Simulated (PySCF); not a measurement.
**CH: energy against distance**

Set-up: H def2-TZVPP, C def2-TZVPP; no relativity (PySCF 2.14). Energies in eV from H + C in their ground configurations at the same level. State: ²Π (doublet), unpaired electrons π ↑.

```tsv
R (Å)	UHF-SCS-MP2
0.968	-3.102
1.012	-3.342
1.058	-3.475
1.091	-3.519
1.125	-3.525
1.159	-3.499
1.204	-3.425
1.260	-3.284
1.327	-3.066
1.417	-2.718
```

Question: Put a parabola through the three lowest points of the UHF-SCS-MP2 curve and estimate Re, k and ωe (reduced mass 0.9297 u; 1 eV/Å² = 0.16022 mdyn/Å; ωe = 1302.8·√(k/μ) cm⁻¹).

Answer: Through R = 1.091, 1.125, 1.159 Å the second-order coefficient is 13.8 eV/Å², so Re ≈ 1.114 Å, k ≈ 4.44 mdyn/Å and ωe ≈ 2845 cm⁻¹. A polynomial fit of higher order to the unrounded UHF-SCS-MP2 energies gives Re = 1.114 Å, k = 4.73 mdyn/Å, ωe = 2940 cm⁻¹; anharmonicity and rounding make the difference.

The higher-order fit for each curve: UHF-SCS-MP2: Re = 1.114 Å, ωe = 2940 cm⁻¹, De = 3.53 eV.

Correlated steps freeze 1 core orbital. The state is the lowest determinant that a PBE0 search found; another state may lie lower at other levels.
